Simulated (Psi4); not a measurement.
This Psi4 input (MP2/aug-pcseg-2) gives -538.73540 Eh with 257 basis functions.

```
memory 8100 MB

molecule {
0 1
C     0.01324194    0.81758858   -0.01276392
C     1.51567282    0.64569034   -0.01856739
Cl   -0.83444090   -0.78203684    0.01684244
H    -0.33330320    1.35547911    0.86643399
H    -0.34328722    1.32799722   -0.90426753
H     1.99427262    1.62844639   -0.03651866
H     1.85214717    0.11523649    0.87210240
H     1.84217733    0.08779363   -0.89608378
}

set {
  basis aug-pcseg-2
  scf_type df
  freeze_core true
}

energy('mp2')
print_variables()
```

Change:
```diff
- basis aug-pcseg-2
+ basis 6-311++g(2d,2p)
```

Question: What does the run give now?

Answer: -538.67011 Eh (MP2/6-311++G(2d,2p), 139 functions), a change of +65.29 mEh.
